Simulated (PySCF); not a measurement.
Molecule: `InChI=1S/C6H9/c1-3-5-6-4-2/h3,5-6H2,1H3/q-1`.

Molfile (atoms numbered from 1):
```
C6H9
     RDKit          3D

 15 14  0  0  0  0  0  0  0  0999 V2000
    2.8119    1.1524    1.3492 C   0  0  0  0  0  0  0  0  0  0  0  0
    2.3615    0.4036    0.4542 C   0  0  0  0  0  0  0  0  0  0  0  0
    1.7388   -0.4309   -0.5751 C   0  0  0  0  0  0  0  0  0  0  0  0
    0.2266   -0.6200   -0.3692 C   0  0  0  0  0  0  0  0  0  0  0  0
   -0.5325    0.6976   -0.3602 C   0  0  0  0  0  0  0  0  0  0  0  0
   -2.0075    0.5600   -0.0186 C   0  0  0  0  0  0  0  0  0  0  0  0
    1.8864   -0.0022   -1.5920 H   0  0  0  0  0  0  0  0  0  0  0  0
    2.2012   -1.4396   -0.6278 H   0  0  0  0  0  0  0  0  0  0  0  0
    0.0737   -1.1225    0.6032 H   0  0  0  0  0  0  0  0  0  0  0  0
   -0.1885   -1.2925   -1.1480 H   0  0  0  0  0  0  0  0  0  0  0  0
   -0.4220    1.1858   -1.3467 H   0  0  0  0  0  0  0  0  0  0  0  0
   -0.0174    1.3532    0.3635 H   0  0  0  0  0  0  0  0  0  0  0  0
   -2.5240    1.5346   -0.0222 H   0  0  0  0  0  0  0  0  0  0  0  0
   -2.5365   -0.0971   -0.7320 H   0  0  0  0  0  0  0  0  0  0  0  0
   -2.1404    0.1214    0.9848 H   0  0  0  0  0  0  0  0  0  0  0  0
  1  2  3  0
  2  3  1  0
  3  4  1  0
  4  5  1  0
  5  6  1  0
  3  7  1  0
  3  8  1  0
  4  9  1  0
  4 10  1  0
  5 11  1  0
  5 12  1  0
  6 13  1  0
  6 14  1  0
  6 15  1  0
M  CHG  1   1  -1
M  END
```

Geometry PBE0-D3(BJ)/def2-SVP throughout; GIAO in PySCF 2.14.0 with density-fitted response routines, gas phase, one conformer, non-relativistic; equivalent atoms averaged; functional PBE0.

Question: How do the shifts δ (against TMS at the same level) depend on the basis set? (a selection of nuclei; ppm; last column core-seconds on shared hosts with different chips, so compare them loosely)

Answer: 
```
    basis set  functions     C2    C4    C5    C3    C6  H11/H12  H7/H8  H13/H14/H15  H9/H10  core-s
       STO-3G         39   65.1  31.7  26.1  22.3  21.3     1.21   0.40         0.38    0.31     2.6
        6-31G         72   94.6  38.8  23.1  25.4  18.3     2.31   2.24         0.84    1.22       6
       6-31G*        102   86.3  37.6  22.3  24.9  17.9     2.11   2.01         0.73    1.03     7.3
     def2-SVP        129   91.0  39.0  22.5  24.6  17.6     1.84   2.00         0.60    0.74      10
     pcSseg-1        147   98.2  41.6  24.4  26.2  18.2     1.95   2.25         0.76    0.82      20
6-311+G(2d,p)        216  103.5  41.3  24.4  25.8  17.0     2.02   2.51         0.77    1.04      24
    def2-TZVP        240  101.1  42.0  25.2  26.7  17.7     2.05   2.43         0.76    1.01      27
```

Question: Which nucleus among those listed moves most, in ppm?

Answer: C2 (alkyne carbon): from 65.1 ppm with STO-3G to 103.5 ppm with 6-311+G(2d,p). The smallest spread is 0.45 ppm, at H13/H14/H15. Proton shifts span only some 12 ppm, so a few tenths of a ppm matter as much there as several ppm in carbon.

Question: Taking the largest basis, def2-TZVP (240 functions), as the yardstick, rank the others by their worst heavy-atom deviation.

Answer: 6-311+G(2d,p) 2.4 ppm (216 functions), pcSseg-1 2.9 ppm (147 functions), 6-31G 6.5 ppm (72 functions), def2-SVP 10.1 ppm (129 functions), 6-31G* 14.8 ppm (102 functions), STO-3G 36.0 ppm (39 functions).

A small basis that lands close on one nucleus may do so by chance; judge by the trend and by all nuclei.
